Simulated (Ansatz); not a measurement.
We consider zinc-blende CuI, described by r²SCAN+rVV10 (plane waves, PAW; Ansatz, a program for electronic structure).

Total energies, extrapolated to zero smearing (they compare only within this program, potentials and cutoff; free atoms with spin allowed, lowest state found):

```csv
system,energy (eV/atom)
"zinc-blende CuI, relaxed",-7078.2365
free Cu atom,-6626.0732
free I atom,-7524.4798
```

Work out the cohesive energy per atom.

E_coh = [1 × (-6626.0732) + 1 × (-7524.4798)]/2 − (-7078.2365) = 2.96 eV/atom. The reference value is 2.67 ± 0.03 eV/atom (worked out here from tabulated enthalpies at 298 K, copied from a table, unchecked, brought to a static lattice with a Debye model, atoms in their spin–orbit ground levels; inputs from the CRC Handbook), not set against a level without spin–orbit coupling.

Spin–orbit coupling is left out; its size isn't shown.

The PAW data were made under PBE.
